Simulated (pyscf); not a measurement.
Elementary routes open to `[CH3][CH2][Cl]` + `[Cl]` [doublet] in the gas phase (doublet surface):
A. `[CH3][CH]([Cl])[Cl]` + `[H]` [doublet] (C–H broken; C–Cl formed)
B. `[CH3][CH][Cl]` [doublet] + `[ClH]` (C–H broken; Cl–H formed)
C. `[Cl][CH2][Cl]` + `[CH3]` [doublet] (C–C broken; C–Cl formed)

PySCF, gas phase, ωB97X-D3(BJ)/def2-SVP geometries.

**Question.** Rank the routes by free-energy barrier at 600 K, lowest first, for ωB97M-D3(BJ)/def2-TZVP energies (ideal gas, 1 atm, RRHO with modes under 100 cm⁻¹ raised to 100, one conformer, R ln 2 for chiral ones without a mode under 150 cm⁻¹).

**Answer.** B (40.1 kJ/mol), C (234.0 kJ/mol), A (262.6 kJ/mol)

Route B is the fastest of these, ahead of the next by 193.9 kJ/mol. The most stable products are those of B (ΔG = -52.0 kJ/mol), so kinetics and thermodynamics agree. At 1200 K B is still the fastest. A: On the reactant side the descent ends in what is likely a three-electron adduct, which functionals tend to overbind, 30.0 kJ/mol under the separated species and 249.2 kJ/mol under the saddle at ωB97X-D3(BJ)/def2-TZVP. C: On the reactant side the descent ends in what is likely a three-electron adduct, which functionals tend to overbind, 27.8 kJ/mol under the separated species and 214.3 kJ/mol under the saddle at ωB97X-D3(BJ)/def2-TZVP. Only these routes are compared; each barrier is that of the saddle found, and lower ones may exist. Left out: orbital degeneracy and the spin-orbit lowering of Cl.
